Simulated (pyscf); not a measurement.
Thermochemistry of product channels of HO–Si(OH)(OH)–F (SMILES O[Si](O)(O)F) + H• (SMILES [H]) on the doublet surface, in kcal/mol, from ωB97M-D3(BJ)/def2-TZVP energies (ideal gas, 1 atm, RRHO with modes under 100 cm⁻¹ raised to 100, one conformer, R ln 2 for chiral ones without a mode under 150 cm⁻¹). PySCF, gas phase, ωB97X-D3(BJ)/def2-SVP geometries.

```csv
products,ΔE,ΔH(298 K),ΔG(600 K),ΔG(1200 K)
•O–Si(OH)(OH)–F (SMILES [O][Si](O)(O)F) + H₂ (SMILES [H][H]),+19.1,+18.3,+15.7,+13.7
HO–Si•(OH)–OH (SMILES O[Si](O)O) + HF (SMILES F),+28.9,+32.3,+26.7,+22.5
```

These are energies of the channels, which say nothing of barriers.
